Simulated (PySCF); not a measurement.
Some computed properties have been withheld. Give your best values.

C₄H₅Cl.
SMILES: `C#CCCCl`

Conformer (atom-mapped SMILES and torsion angles): `[CH:1]#[C:2][CH2:3][CH2:4][Cl:5]`: C2–C3–C4–Cl5 180°.

```tsv
property	level	value
point group	PBE0-D3(BJ)/def2-SVP	?
rotational constants A, B, C	PBE0-D3(BJ)/def2-SVP	26.789, 1.490, 1.437 GHz
dipole moment	CAM-B3LYP/def2-SVPD	?
HOMO energy	CAM-B3LYP/def2-SVPD	?
LUMO energy	CAM-B3LYP/def2-SVPD	1.01 eV
lowest singlet excitation	TDDFT CAM-B3LYP/def2-SVPD	?
strongest line among the 10 lowest singlet transitions	TDDFT CAM-B3LYP/def2-SVPD	S9 at 8.43 eV (147 nm, f = 0.074)
lowest triplet excitation (Tamm–Dancoff)	TDA CAM-B3LYP/def2-SVPD	?
static isotropic polarisability	CAM-B3LYP/def2-SVPD	61.9 au
vertical ionisation energy	ΔSCF CAM-B3LYP/def2-SVPD	10.49 eV
electronic spatial extent ⟨r²⟩ about the centre of nuclear charge	CAM-B3LYP/def2-SVPD	?
13C chemical shifts (computed TMS as zero) by class	GIAO KT3/pcSseg-2	?
1H chemical shifts (computed TMS as zero) by class	GIAO KT3/pcSseg-2	3.55 (2 H), 2.68 (2 H), 1.84 (1 H) ppm
isotropic shieldings of nuclei other than C and H, by class	GIAO KT3/pcSseg-2	823 (1 Cl) ppm
```

Electronic properties: PySCF, gas phase, density fitting. One conformer (not necessarily the lowest) at the PBE0-D3(BJ)/def2-SVP geometry, without solvent, vibrations or thermal averaging.

(1) Give the HOMO energy.

(2) The point group?

(3) What is the lowest singlet excitation?

(4) What is the electronic spatial extent ⟨r²⟩ about the centre of nuclear charge?

(5) Give the lowest triplet excitation (Tamm–Dancoff).

(6) The dipole moment?

(7) The 13C chemical shifts (computed TMS as zero) by class?

Answers

(1) -9.46 eV.

(2) Cs.

(3) 6.42 eV (193 nm, f = 0.000).

(4) 759 bohr².

(5) 5.33 eV.

(6) 1.49 D.

(7) 75.8 (1 C), 65.9 (1 C), 49.2 (1 C), 28.2 (1 C) ppm.

The 10 singlets span 6.42 to 8.56 eV, and their oscillator strengths add up to 0.21. The vertical singlet–triplet gap S1 − T1 is 1.09 eV (TDDFT singlet less Tamm–Dancoff triplet). No computed singlet falls in the visible range (750 to 380 nm, 1.65 to 3.26 eV); S1 lies 3.16 eV above its blue end. With B = h/(8π²I), that is 505.379 GHz u Å² over I, the principal moments of inertia are 18.9, 339.2 and 351.8 u Å² (most abundant isotopes). The dipole equals about 5.0 × 10⁻³⁰ C·m (1 D = 3.33564 × 10⁻³⁰ C·m). The ΔSCF ionisation energy exceeds −ε(HOMO) by 1.03 eV with CAM-B3LYP; the lowest state found was started with its hole in HOMO−1.
